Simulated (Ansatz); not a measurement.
# MgF₂ (SMILES [F][Mg][F]): single points off equilibrium

How do the functionals fare away from a minimum? The structure is a structure displaced at random from a GFN2-xTB minimum.

The runs use Ansatz 0.2.0, Gaussian basis; single points in def2-TZVPP.

Cores are frozen in the correlated methods. The outer core shell of Li, Na, Mg and K is correlated.

## (1) Starting geometry

SMILES `[F][Mg][F]`, 3 atoms, charge 0, spin multiplicity 1.

Atoms are counted from 1 here; the program's logs count them from 0.

Bond lengths: F1–Mg2 1.746 Å, Mg2–F3 1.560 Å. Angles: F1–Mg2–F3 179.0°.

As a file:

```xyz
3
F2Mg
F    -1.33740    0.68210   -0.72930
Mg    0.04610   -0.10070   -0.00780
F     1.28080   -0.78300    0.65820
```

## (2) CCSD(T)/def2-TZVPP

The input, run/in.yaml:

```yaml
crystal:
  periodic: [false, false, false]
  atoms:
    - {symbol: F, position_ang: [-1.337400, 0.682100, -0.729300]}
    - {symbol: Mg, position_ang: [0.046100, -0.100700, -0.007800]}
    - {symbol: F, position_ang: [1.280800, -0.783000, 0.658200]}
basis:
  gaussian: {orbitals: def2-TZVPP}
correlation: {method: ccsd_t}
output: {forces: true}
```

No record of the launch command was kept for these runs.

## (3) PBE0-D4/def2-TZVPP

Changes to run/in.yaml since step 2:

```diff
@@ -8,3 +8,3 @@
   gaussian: {orbitals: def2-TZVPP}
-correlation: {method: ccsd_t}
-output: {forces: true}
+hamiltonian: {xc: pbe0, dispersion: d4}
+output: {forces: true, orbitals: {seedname: orbitals}}
```

## (4) wB97M-V/def2-TZVPP

Changes to run/in.yaml since step 3:

```diff
@@ -8,3 +8,3 @@
   gaussian: {orbitals: def2-TZVPP}
-hamiltonian: {xc: pbe0, dispersion: d4}
-output: {forces: true, orbitals: {seedname: orbitals}}
+hamiltonian: {xc: {name: wB97M-V}}
+output: {forces: true}
```

## (5) r2SCAN-D4/def2-TZVPP

Changes to run/in.yaml since step 4:

```diff
@@ -8,3 +8,3 @@
   gaussian: {orbitals: def2-TZVPP}
-hamiltonian: {xc: {name: wB97M-V}}
+hamiltonian: {xc: r2scan, dispersion: d4}
 output: {forces: true}
```

## (6) PBE-D4/def2-TZVPP

Changes to run/in.yaml since step 5:

```diff
@@ -8,3 +8,3 @@
   gaussian: {orbitals: def2-TZVPP}
-hamiltonian: {xc: r2scan, dispersion: d4}
+hamiltonian: {xc: pbe, dispersion: d4}
 output: {forces: true}
```

## (7) B97M-V/def2-TZVPP

Changes to run/in.yaml since step 6:

```diff
@@ -8,3 +8,3 @@
   gaussian: {orbitals: def2-TZVPP}
-hamiltonian: {xc: pbe, dispersion: d4}
+hamiltonian: {xc: {name: B97M-V}}
 output: {forces: true}
```

## (8) r2SCANh-D4/def2-TZVPP

Changes to run/in.yaml since step 7:

```diff
@@ -8,3 +8,3 @@
   gaussian: {orbitals: def2-TZVPP}
-hamiltonian: {xc: {name: B97M-V}}
+hamiltonian: {xc: {name: r2SCANh}, dispersion: d4}
 output: {forces: true}
```

(Steps that only read results are left out.)

**Question.** What will these runs give? Wanted: energy less free atoms, CCSD(T)/def2-TZVPP; RMS force component; RMS force error; HOMO and LUMO, PBE0-D4; T1 diagnostic.

The runs gave:

| quantity | value |
| --- | --- |
| energy less free atoms, CCSD(T)/def2-TZVPP | -930.2 kJ/mol |
| RMS force component | 3.064 to 3.226 eV/Å over the methods |
| RMS force error | PBE0-D4 0.048, wB97M-V 0.026, r2SCAN-D4 0.002, PBE-D4 0.153, B97M-V 0.100, r2SCANh-D4 0.052 eV/Å |
| HOMO and LUMO, PBE0-D4 | -10.10 and -1.53 eV |
| T1 diagnostic | 0.011 |

Against CCSD(T) the functionals' energies less atoms differ by -45.0 to -5.4 kJ/mol, PBE-D4 by -44.8 kJ/mol. CCSD(T) in triple zeta still lacks some correlation energy of the bonds, so part of these gaps is its own basis error and they don't rank the functionals. On forces the order runs from r2SCAN-D4 to PBE-D4. Frozen-core CCSD(T) forces in triple zeta carry basis errors of their own, and this is one geometry, so small gaps rank nothing.
